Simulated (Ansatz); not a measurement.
# BF2 (SMILES F[B]F): U-wB97M-V/cc-pVTZ

What is the energy change on altering one bond length of BF2 at U-wB97M-V/cc-pVTZ? 

Program for the calculation: Ansatz 0.2.0.

39 further runs of the same task are left out: 39 set aside as unsound or not needed.

**1. Starting point**

BF2: 3 atoms, total charge 0, spin state doublet. SMILES: `F[B]F`. The shape is that of a PBE0-D4/def2-TZVP optimisation.

Bond lengths: F1–B2 1.306 Å, B2–F3 1.306 Å. Angles: F1–B2–F3 121.1°.

**2. The energy at U-wB97M-V/cc-pVTZ**

job.yaml

```yaml
crystal:
  periodic: [false, false, false]
  atoms:
    - {symbol: F, position_ang: [0.513100, -1.044300, 0.160000]}
    - {symbol: B, position_ang: [0.279000, 0.240500, 0.181300]}
    - {symbol: F, position_ang: [-0.802900, 0.738900, -0.354600]}
basis:
  gaussian:
    orbitals: cc-pVTZ
hamiltonian:
  xc: {name: wB97M-V}
magnetization:
  spin_polarized: true
  initial_magnetization: 1
output: {orbitals: {seedname: orbitals}}
accuracy: high
```

Started as:

```console
$ ansatz run job.yaml --threads 1 --pin off --max-ram 3480MiB --events-out events.jsonl --progress --plain --runs-dir runs
```

The program printed:

```text
Warning: RAYON_NUM_THREADS=1 ignored (pool sized by the plan → 1); use --threads N
Functional definition: wB97M-V
  name "wB97M-V"
  parameter omega = 0.3/bohr
  parameter cx = 0.15
  parameter cx01 = 1.007
  parameter cx10 = 0.259
  parameter css00 = 0.443
  parameter css04 = -1.437
  parameter css10 = -4.535
  parameter css20 = -3.390
  parameter css43 = 4.278
  parameter cos00 = 1.000
  parameter cos10 = 1.358
  parameter cos20 = 2.924
  parameter cos21 = -8.812
  parameter cos60 = -1.390
  parameter cos61 = 9.142
  parameter b = 6.0
  parameter c = 0.01
  gx(w, u) = 1 - cx + cx01*u + cx10*w
  gss(w, u) = css00 + css04*u^4 + css10*w + css20*w^2 + css43*w^4*u^3
  gos(w, u) = cos00 + cos10*w + (cos20 + cos21*u)*w^2 + (cos60 + cos61*u)*w^6
  exchange = spin_sum(e_x_unif_sr(omega)*gx(b97_w, b97_u_x)) + cx*exact_x_sr(omega) + exact_x_lr(omega)
  correlation = spin_sum(e_c_pw_mod_same_spin*gss(b97_w, b97_u_same))
      + integral(e_c_pw_mod_opposite_spin*gos(b97_w_opposite, b97_u_opposite)) + vv10(b, c)
1422 factors; integrals over basis functions are off by at most 2.9e-9 eV
214 factors; integrals over basis functions are off by at most 2.4e-9 eV
mean field evaluation 1: about -6109.5022 eV, gradient 2.5e1 eV
mean field evaluation 2: about -6109.4890 eV, gradient 2.9e1 eV
mean field evaluation 4: about -6111.5770 eV, gradient 3.7e-1 eV
mean field evaluation 8: about -6111.6387 eV, gradient 4.0e-2 eV
mean field evaluation 16: about -6111.6388 eV, gradient 1.9e-5 eV
mean field -6111.63875860 eV, -224.5985817611 hartree, gradient 4.1e-8 eV, S^2 0.751097; 0 other end points of the search recorded, 0 dependent functions left out
reference -6111.63876200 eV, -224.5985818859 hartree; 12, 11 occupied and 78, 79 virtual orbitals, 1422 factors
Total energy: -6111.63876200 eV, -224.5985818859 hartree
```

Run time: 27 s. Hardware: 1 thread of Arm Neoverse V2, shared host; peak memory 0.51 GiB.

**3. The distorted shape**

in.yaml

```yaml
crystal:
  periodic: [false, false, false]
  atoms:
    - {symbol: F, position_ang: [0.583336, -1.429774, 0.153609]}
    - {symbol: B, position_ang: [0.279000, 0.240500, 0.181300]}
    - {symbol: F, position_ang: [-0.802900, 0.738900, -0.354600]}
basis:
  gaussian:
    orbitals: cc-pVTZ
magnetization:
  spin_polarized: true
  initial_magnetization: 1
hamiltonian:
  xc: {name: wB97M-V}
accuracy: high
output: {orbitals: {seedname: orbitals}}
```

Started as:

```console
$ ansatz run in.yaml --threads 1 --pin off --max-ram 3480MiB --events-out events.jsonl --progress --plain --runs-dir runs
```

The program printed, cut to the lines that bear on the results:

```text
Warning: RAYON_NUM_THREADS=1 ignored (pool sized by the plan → 1); use --threads N
[... 2 set-up lines as earlier in the session ...]
[...]
  gx(w, u) = 1 - cx + cx01*u + cx10*w
  gss(w, u) = css00 + css04*u^4 + css10*w + css20*w^2 + css43*w^4*u^3
  gos(w, u) = cos00 + cos10*w + (cos20 + cos21*u)*w^2 + (cos60 + cos61*u)*w^6
[...]
      + integral(e_c_pw_mod_opposite_spin*gos(b97_w_opposite, b97_u_opposite)) + vv10(b, c)
1395 factors; integrals over basis functions are off by at most 3.5e-9 eV
223 factors; integrals over basis functions are off by at most 1.4e-9 eV
[...]
mean field -6110.03787932 eV, -224.5397505325 hartree, gradient 5.3e-8 eV, S^2 0.752337; 0 other end points of the search recorded, 0 dependent functions left out
reference -6110.03788263 eV, -224.5397506543 hartree; 12, 11 occupied and 78, 79 virtual orbitals, 1395 factors
Total energy: -6110.03788263 eV, -224.5397506543 hartree
```

Run time: 30 s. Hardware: 1 thread of Arm Neoverse V2, shared host; peak memory 0.5 GiB.

**4. Outcome**

At U-wB97M-V/cc-pVTZ:

| quantity | value |
| --- | --- |
| first shape: total energy | -224.59858 Eh |
| first shape: HOMO energy (highest over α and β) | -9.08 eV |
| first shape: LUMO energy (lowest over α and β) | -0.48 eV |
| first shape: ⟨S²⟩ | 0.751 |
| distorted shape: total energy | -224.53975 Eh |
| distorted shape: HOMO energy (highest over α and β) | -10.29 eV |
| distorted shape: LUMO energy (lowest over α and β) | -1.74 eV |
| distorted shape: ⟨S²⟩ | 0.752 |
| energy change with the F1–B2 bond stretched from 1.306 to 1.698 Å | 1.601 eV |

With the F1–B2 bond stretched from 1.306 to 1.698 Å the energy rises by 1.60 eV (37 kcal/mol). The first shape isn't relaxed at this level, so the change isn't measured from a minimum.
